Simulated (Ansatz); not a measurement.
# SnSe (Pnma, No. 62)

These are r²SCAN+rVV10 (PAW; Ansatz, an electronic-structure program) values and carry that method's errors.

Settings: plane-wave cutoff 560 eV, 4×8×8 k mesh (along the axes of the cell as run), Fermi–Dirac smearing 0.01 eV, scalar-relativistic PAW data made under PBE.

Cell (relaxed at this level):

```
SnSe
1.0
   11.52637     0.00000     0.00000
    0.00000     4.12097     0.00000
    0.00000     0.00000     4.57753
Sn Se
4 4
Direct
  0.61784   0.75000   0.38378
  0.38216   0.25000   0.61622
  0.88216   0.25000   0.88378
  0.11784   0.75000   0.11622
  0.14641   0.25000   0.51428
  0.85359   0.75000   0.48572
  0.35359   0.75000   0.01428
  0.64641   0.25000   0.98572
```

```yaml
band_gap: 1.04 eV (on the SCF k mesh)
```

Spin–orbit coupling is not included.

Computed values are for the static lattice.

It cost very roughly 14 core-minutes of CPU time.
